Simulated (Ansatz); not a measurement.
Reaction (isomerisation): `C=C=C(N)F` → `NC1=C(F)C1`

Computed with Ansatz on PBE0-D4/def2-TZVP structures; ΔE is electronic, products minus reactants. CCSD(T)/CBS adds triple-zeta CCSD(T) − MP2 to the extrapolated MP2 energy (def2 sets, frozen cores). DFT in def2-TZVPP. One conformer a species, not always the lowest.

| level | ΔE (kJ/mol) |
| --- | --- |
| PBE-D4 | 86.5 |
| PBE | 86.7 |
| MP2/def2-SVP | 71.2 |
| CCSD(T)/def2-TZVPP | 97.9 |

Q: What does CCSD(T)/CBS give? (Best estimate.)

A: The calculation gave: +97.1 kJ/mol. The listed levels differ from it by -10.6, -10.4, -25.9, 0.8 kJ/mol.

Largest T1 diagnostic among the species: 0.012.

At CCSD(T), def2-SVP lies −9.5 kJ/mol from the extrapolated value and def2-TZVPP +0.8 kJ/mol. In def2-TZVPP, CCSD(T) changes the Hartree–Fock value by −12.8 kJ/mol (the triples alone add +0.1 kJ/mol) and MP2 by −27.2 kJ/mol. From BLYP to BHLYP (50 % exact exchange), in def2-TZVPP and without D4, ΔE moves by −7.8 kJ/mol.
